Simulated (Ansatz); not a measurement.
## Al–NH–P, quintet in cc-pVTZ: errors against UCCSDT(Q)

Geometry: that of the Al–NH–P, triplet, kept fixed. The triplet lies 2.7 eV lower here.

```json
{"atom": "Al", "x (Å)": "0.0000", "y (Å)": "0.1944", "z (Å)": "1.6318"}
{"atom": "P", "x (Å)": "0.0000", "y (Å)": "0.1961", "z (Å)": "-1.4254"}
{"atom": "N", "x (Å)": "0.0000", "y (Å)": "-0.6861", "z (Å)": "0.0149"}
{"atom": "H", "x (Å)": "0.0000", "y (Å)": "-1.6967", "z (Å)": "-0.0856"}
```

Basis cc-pVTZ; Ansatz 0.2.0. Correlated methods freeze the noble-gas cores, which leaves 14 electrons in 101 orbitals. R marks a restricted (for open shells ROHF) determinant, U an unrestricted one.

Full CI isn't at hand for all of this; UCCSDT(Q) serves as the reference, and is uncertain by the last step of the cluster series or more. The frozen core follows each run's orbitals, which can shift R against U totals by a few meV.

* UHF ⟨S²⟩: 6.033
* T1 diagnostic (RCCSD): 0.0267
* largest doubles amplitude (RCCSD): 0.034
* T1 diagnostic (UCCSD): 0.0250

```json
{"level": "UHF", "E − E(RHF) (eV)": "-0.2099"}
{"level": "RMP2", "E − E(RHF) (eV)": "-9.5504"}
{"level": "UMP2", "E − E(RHF) (eV)": "-9.4933"}
{"level": "RCCSD", "E − E(RHF) (eV)": "-10.1398"}
{"level": "UCCSD", "E − E(RHF) (eV)": "-10.1481"}
{"level": "RCCSD(T)", "E − E(RHF) (eV)": "-10.6274"}
{"level": "UCCSD(T)", "E − E(RHF) (eV)": "-10.6282"}
```

Problem. Estimate how far UCCSDT(Q) in cc-pVTZ lies from RCCSD(T). The table doesn't fix it; the size of (T) and the diagnostics are the guide.

Solution. UCCSDT(Q) in cc-pVTZ lies 1.34 kcal/mol below RCCSD(T), which is 12 % of the (T) step (-11.25 kcal/mol). The diagnostics are small and the rest is a small part of (T), but (T) is large here. The miss exceeds 1 kcal/mol.

The other levels:

| level | E − E(UCCSDT(Q)) (kcal/mol) | share of correlation (%) | wall time |
| --- | --- | --- | --- |
| BCCD(T) | 1.30 | 99.47 | 27 s (H100) |
| RCCSDT | 0.79 | 99.68 | – |
| UCCSDT | 0.71 | 99.71 | – |
| RCCSDT(Q) | 0.15 | 99.94 | 1.8 min (H100) |

The correlation energy at UCCSDT(Q), counted from RHF, is -10.686 eV. That run took 79 s on 2 threads of AMD EPYC 7R13 with a shared H100 80 GB, shared host.

Times hold each run's SCF and search for its determinant on a shared host, so for small cases they say little of a method's own cost.
